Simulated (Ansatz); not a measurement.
Geometry optimisation, UKS PBE0/def2-mTZVP (Ansatz).

Input:

```yaml
crystal:
  periodic: [false, false, false]
  atoms:
    - { symbol: B, position_ang: [0.019263, 0.0, -0.075497] }
    - { symbol: H, position_ang: [-0.010323, 0.0, 1.118847] }
    - { symbol: H, position_ang: [1.024159, 0.0, -0.722943] }
    - { symbol: F, position_ang: [-1.131078, 0.0, -0.720071] }
    - { symbol: H, position_ang: [-0.01462, 0.0, 2.984664] }
magnetization:
  spin_polarized: true
  initial_magnetization: 1
basis:
  gaussian: { orbitals: def2-mTZVP }
hamiltonian:
  xc: pbe0
relax:
  f_tol: 0.03
  max_steps: 50
```

Launched with:

```bash
$ ansatz run input.yaml --threads 1 --pin off --max-ram 2048MiB --backend cpu --events-out ev --progress --plain --runs-dir out
```

**Question.** Where does it end, and by what steps?

**Answer.** It converged. The force dipped under the threshold on the way, but the program's further checks kept it going. After 7 steps the energy has fallen by 0.067 eV; H5 moved furthest, 1.09 Å.

```
step  energy less start (eV)  largest force component (eV/Å)  accepted
   0                  0.0000                           0.178       yes
   1                 -0.0116                           0.150       yes
   2                 -0.0351                           0.274       yes
   3                 -0.0532                           0.071       yes
   4                 -0.0615                           0.023       yes
   5                 -0.0653                           0.015       yes
   6                 -0.0667                           0.006       yes
   7                 -0.0672                           0.022       yes
```

```xyz
5
Properties=species:S:1:pos:R:3
B -0.015 0.000 -0.343
H -0.153 0.000 0.844
H 1.044 0.000 -0.899
F -1.103 0.000 -1.089
H 0.114 0.000 4.071
```

Whether the end is a true minimum wasn't checked by a vibrational analysis.

Run time: 7.7 s on 1 thread of AMD EPYC 7R43 64-Core Processor (Zen 3) (shared host), peak memory 0.13 GiB.
